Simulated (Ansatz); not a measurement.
**How the elastic constant C12 of trigonal Se moves with the method**

No measured value is used here.

```
level (code)     value (GPa)  cell (Å³/atom)
---------------  -----------  --------------
PBE (Ansatz)            2.35           29.85
PBEsol (Ansatz)         10.1           24.11
r²SCAN (Ansatz)         5.14           29.26
```

PBE, PBEsol, r²SCAN: the cell comes from a level without a dispersion term, which matters for the spacing of layers, chains or molecules. Each level is taken at its own relaxed cell. Cutoffs differ between the levels. Ansatz's density-functional and Hartree–Fock values are scalar-relativistic unless marked +SOC, with PAW data made under PBE.

Ansatz is a first-principles code.
